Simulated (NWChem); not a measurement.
## formic acid (CH2O2)

SMILES: OC=O
```xyz
5

O      0.7441     0.8276     0.0000
C      0.1773    -0.3776     0.0000
O     -1.0006    -0.5842     0.0000
H      0.0245     1.4806     0.0000
H      0.9640    -1.1615     0.0000
```
Charge 0, spin multiplicity 1.

Everything below was run with NWChem. The geometry was optimised at PBE0/def2-SVP, a minimum by its harmonic frequencies. It is one conformer; others weren't searched.

Symmetry labels belong to the abelian group Cs used in the runs, with the axes of the coordinates shown.

### Question
List the lowest 4 singlet excitations that TD-PBE/def2-SVPD gives, with oscillator strengths.

### Answer
| state | symmetry | energy (eV) | wavelength (nm) | f |
|---|---|---|---|---|
| 1 | a" | 5.71 | 217 | 0.001 |
| 2 | a' | 6.87 | 181 | 0.045 |
| 3 | a' | 7.66 | 162 | 0.053 |
| 4 | a" | 8.12 | 153 | 0.003 |
